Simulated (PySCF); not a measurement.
Gas-phase reaction: 3 (CH₃)₂SiCl₂ + (CH₃)₃Si ⇌ SiCl₃ + 3 (CH₃)₃SiCl, at 1000 K and a standard pressure of 1 bar. Level: r2SCAN/def2-TZVP†.

Method: PySCF energies plus ideal-gas RRHO corrections (1 bar). † marks an energy on the PBE0/def2-TZVP geometry and frequencies. Open shells (unrestricted): (CH₃)₃Si (multiplicity 2), SiCl₃ (multiplicity 2); the rest are closed-shell singlets. (CH₃)₃Si: computed as isolated molecules; such fragments, hydroxides, amides, oligomers or adducts are transient or little studied in the gas. The harmonic model lacks anharmonicity and excited electronic states, which grow with temperature; levels with a mode under 35 cm⁻¹ are left out. Internal rotation in (CH₃)₂SiCl₂, (CH₃)₃Si, (CH₃)₃SiCl is treated as a harmonic vibration of one conformer, which makes the entropy rough.

```
species           E (Ha)  H(1000 K) − E (kJ/mol)  S°(1000 K) (J/mol/K)
-----------  -----------  ----------------------  --------------------
(CH₃)₂SiCl₂  -1289.79105                   344.1                 552.1
(CH₃)₃Si      -409.15951                   434.0                 539.1
SiCl₃        -1670.14374                    84.6                 414.3
(CH₃)₃SiCl    -869.46222                   460.6                 590.7
```
E: electronic energy; H − E holds the zero-point and thermal terms. 1 Ha = 2625.5 kJ/mol.

### Question
Work out ΔH°, ΔS°, ΔG° and log10 K from these numbers.

### Answer
1. ΔE = 1×(-1670.14374) + 3×(-869.46222) − 3×(-1289.79105) − 1×(-409.15951) = 0.00226 Ha = 5.9 kJ.
2. Δ(H − E) = 1×(84.6) + 3×(460.6) − 3×(344.1) − 1×(434.0) = 0.1 kJ, so ΔH° = 6.0 kJ.
3. ΔS° = 1×(414.3) + 3×(590.7) − 3×(552.1) − 1×(539.1) = -9.0 J/K; the number of gas molecules stays the same.
4. ΔG° = ΔH° − TΔS° = 6.0 − 1000×(-9.0)/1000 = 15.0 kJ.
5. log10 K = −ΔG°/(RT ln 10) = -0.78, with RT ln 10 = 19.14 kJ/mol; at standard pressures the reactants are favoured.
6. A shift of 10 kJ in ΔE would move log10 K by 0.52 here.
For scale, ΔH°(298 K) is 6 kJ at this level, 6 kJ at ωB97M-V/def2-TZVP†, and runs from -9 to 16 kJ over the 18 levels computed.
